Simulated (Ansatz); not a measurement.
# C$_{2}$H$_{5}$O, doublet: reading a ladder of total energies

Geometry: MP2(full)/6-31G*, from the G2/97 set.

```xyz
8

C     1.0937   -0.5711    0.0000
C     0.0890    0.5859    0.0000
O    -1.1711   -0.0021    0.0000
H     0.2359    1.2018    0.8965
H     0.2359    1.2018   -0.8965
H     2.1083   -0.1669    0.0000
H     0.9583   -1.1897    0.8881
H     0.9583   -1.1897   -0.8881
```

Basis STO-3G; Ansatz 0.2.0. Correlated methods freeze the noble-gas cores, which leaves 19 electrons in 17 orbitals. R marks a restricted (for open shells ROHF) determinant, U an unrestricted one.

Full CI isn't at hand for all of this; UCCSDTQ serves as the reference, and is uncertain by about the last step of the cluster series.

Runs differ by some tens of microhartree through their thresholds and, for an open shell, their frozen cores, so steps under 0.03 kcal/mol mean nothing.

```json
{"level": "UHF", "total energy (hartree)": "-151.540334"}
{"level": "UMP2", "total energy (hartree)": "-151.656356"}
{"level": "UCCSD", "total energy (hartree)": "-151.698174"}
{"level": "UCCSD(T)", "total energy (hartree)": "-151.699270"}
{"level": "UCCSDT", "total energy (hartree)": "-151.699603"}
{"level": "UCCSDT(Q)", "total energy (hartree)": "-151.699706"}
{"level": "UCCSDTQ", "total energy (hartree)": "-151.699718"}
```

Q: What is the correlation energy at UCCSDTQ, and what share of it do UMP2 and UCCSDT recover?

A: E(corr) = -151.699718 − (-151.540334) = -0.159384 hartree = -4.337 eV. UMP2: -0.116022 / -0.159384 = 72.79 %. UCCSDT: -0.159269 / -0.159384 = 99.93 %.

Q: By how many kcal/mol does UCCSD(T) miss UCCSDTQ (1 hartree = 627.509 kcal/mol), and which steps make up the rest?

A: -151.699270 − (-151.699718) = 0.000448 hartree = 0.28 kcal/mol. Steps: UCCSDT − UCCSD(T) = -0.21, UCCSDT(Q) − UCCSDT = -0.06, UCCSDTQ − UCCSDT(Q) = -0.01 kcal/mol. That is within 1 kcal/mol of the reference in this basis, which itself misses far more of the correlation at the basis-set limit.
